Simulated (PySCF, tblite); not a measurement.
## Complex of hydrogen chloride and phosphine

A gas-phase complex of hydrogen chloride and phosphine; neutral, singlet. The structure comes from a short search (6 tight-binding starts) and was relaxed by PBE0-D3(BJ)/def2-TZVPD; another way of binding may lie lower. Frequencies by PBE0-D3(BJ)/def2-TZVPD show no clear imaginary mode.

```json
{"part": "1", "name": "hydrogen chloride", "SMILES": "Cl", "atoms": "1–2", "charge": "0", "multiplicity": "1"}
{"part": "2", "name": "phosphine", "SMILES": "P", "atoms": "3–6", "charge": "0", "multiplicity": "1"}
```

```xyz
6

Cl    0.546   -0.579    0.490
H    -0.430   -0.045   -0.183
P    -2.232    0.936   -1.426
H    -3.188    0.123   -2.083
H    -3.190    1.783   -0.818
H    -2.007    1.783   -2.537
```
Atom numbers follow the order of the file, from 1.

Contacts between parts, classed by geometry: H2···P3 2.399 Å (hydrogen bond, 180°).

Interaction energies are complex less parts, with the parts frozen as they stand in it; counterpoise-corrected, in kcal/mol (PySCF). The CCSD(T) estimate is Hartree-Fock/aug-cc-pVQZ, plus the MP2 correlation part extrapolated as X⁻³ from aug-cc-pVTZ and aug-cc-pVQZ, plus CCSD(T) less MP2 in aug-cc-pVDZ; noble-gas cores are frozen. It isn't the exact limit.

Task: Give the interaction energy at each level run.

Result: 
```
                         level  interaction  superposition error removed
      Hartree-Fock/aug-cc-pVQZ        -0.44                            -
       wB97M-D3(BJ)/def2-TZVPD        -2.95                        -0.11
        PBE0-D3(BJ)/def2-TZVPD        -4.37                        -0.11
               MP2/aug-cc-pVQZ        -3.66                        -0.26
CCSD(T), estimated basis limit        -3.13                            -
```

Task: What holds them together? Decompose the wB97M-D3(BJ)/def2-TZVPD energy: frozen parts, their antisymmetrised product, then relaxation.

Result: electrostatic -6.3, Pauli repulsion +9.2, orbital relaxation -5.1, dispersion correction -0.9 kcal/mol, which sum to the value before the counterpoise correction; the Pauli term holds the exchange-correlation of the frozen density too. Of the attraction, 52 % is electrostatic, 41 % is orbital relaxation, 7 % is dispersion correction.

The parts were also relaxed and run alone, at the levels used for the complex: vibrations by PBE0-D3(BJ)/def2-TZVPD; shieldings by PBE0/pcSseg-2; core levels by delta-SCF with SCAN, pcX-2 on the ionised atom and pcseg-1 elsewhere, spin-free X2C (2p3/2 is the spin-free 2p value less a third of a first-order spin-orbit splitting).

Task: What does binding change?

Result: 
```tsv
property	alone	in the complex	change
Cl1–H2 bond (Å)	1.279	1.300	+0.021
stretch carried by H2 (cm⁻¹, harmonic)	2998	2690	-307
its infrared intensity (km/mol)	47	1012	
shielding of H2 (ppm)	30.67	26.24	-4.43
shielding of P3 (ppm)	580.8	564.9	-15.9
shielding of Cl1 (ppm)	945.4	899.7	-45.6
Cl1 2p3/2 core level (eV)	207.39	206.03	-1.36
P3 2p3/2 core level (eV)	137.07	137.65	+0.58
```

The 6 runs behind this took 6 min in all, one thread each of Arm Neoverse N1 on a shared host, launched as `OMP_NUM_THREADS=1 python cluster_run.py task.json out`.
